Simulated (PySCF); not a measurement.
Compound: (Z)-2-buten-1-ol, C₄H₈O.
SMILES: `C/C=C\CO`

Computed with PySCF at CAM-B3LYP/def2-SVPD, non-relativistic, on one gas-phase PBE0-D3(BJ)/def2-SVP geometry that isn't relaxed in the solvent. The solvent is an IEF-PCM continuum (Bondi radii, 1.10 Å for H, scaled by 1.2), and excitations are vertical TDDFT with non-equilibrium linear response and a frozen core. The model holds no explicit solvent molecules, cavitation or dispersion.

Gas-phase singlets (H = HOMO, L = LUMO):

```tsv
state	E (eV)	λ (nm)	f	leading configuration
S1	6.725	184	0.127	H→L 66%
S2	7.008	177	0.029	H→L+1 72%
S3	7.250	171	0.290	H-1→L 53%
S4	7.514	165	0.005	H→L+2 58%
S5	7.703	161	0.013	H-1→L+1 26%
```

Question: What are the lowest 5 singlets in benzene (ε = 2.271)?

Answer: 
```
state  E (eV)  λ (nm)      f  leading configuration  change by rank (eV)
   S1   6.716     185  0.290                H→L 82%               -0.009
   S2   7.001     177  0.073              H→L+1 82%               -0.007
   S3   7.180     173  0.228              H-1→L 75%               -0.070
   S4   7.563     164  0.006              H→L+2 62%               +0.049
   S5   7.766     160  0.020            H-1→L+1 25%               +0.063
```

Question: What are the lowest 5 singlets in acetonitrile (ε = 35.69)?

Answer: 
```json
{"state": "S1", "E (eV)": "6.791", "λ (nm)": "183", "f": "0.309", "leading configuration": "H→L 83%", "change by rank (eV)": "+0.066"}
{"state": "S2", "E (eV)": "7.055", "λ (nm)": "176", "f": "0.066", "leading configuration": "H→L+1 83%", "change by rank (eV)": "+0.047"}
{"state": "S3", "E (eV)": "7.250", "λ (nm)": "171", "f": "0.191", "leading configuration": "H-1→L 77%", "change by rank (eV)": "0.000"}
{"state": "S4", "E (eV)": "7.639", "λ (nm)": "162", "f": "0.008", "leading configuration": "H→L+2 62%", "change by rank (eV)": "+0.125"}
{"state": "S5", "E (eV)": "7.845", "λ (nm)": "158", "f": "0.026", "leading configuration": "H-1→L+1 24%", "change by rank (eV)": "+0.142"}
```

Question: The ground-state energy changes by -0.219 eV from gas to acetonitrile. By how much does the total energy of gas-phase S1 change?

Answer: E(S1) = E(S0) + excitation energy, so it changes by -0.219 + 0.066 = -0.153 eV: it is lowered less than the ground state, which is what a blue shift means. This is the vertical state, with the slow part of the continuum still set for S0.

Question: How do the frontier levels move from gas to acetonitrile?

Answer: 
| orbital | gas (eV) | solvent (eV) | change (eV) |
| --- | --- | --- | --- |
| LUMO+2 | 1.99 | 2.19 | +0.20 |
| LUMO+1 | 1.43 | 1.67 | +0.24 |
| LUMO | 1.07 | 1.21 | +0.14 |
| HOMO | -8.63 | -8.50 | +0.13 |
| HOMO-1 | -9.61 | -9.62 | -0.01 |
| HOMO-2 | -10.92 | -10.91 | +0.01 |
| HOMO-3 | -11.56 | -11.44 | +0.12 |

The HOMO–LUMO gap goes from 9.69 to 9.71 eV. Rows go by rank; for LUMO+2 the atom shares or the degeneracy differ between the runs, so the row needn't follow one orbital.

Conformer computed: `[CH3:1]/[CH:2]=[CH:3]\[CH2:4][OH:5]`: C2–C3–C4–O5 -128°, H–O5–C4–C3 56°.
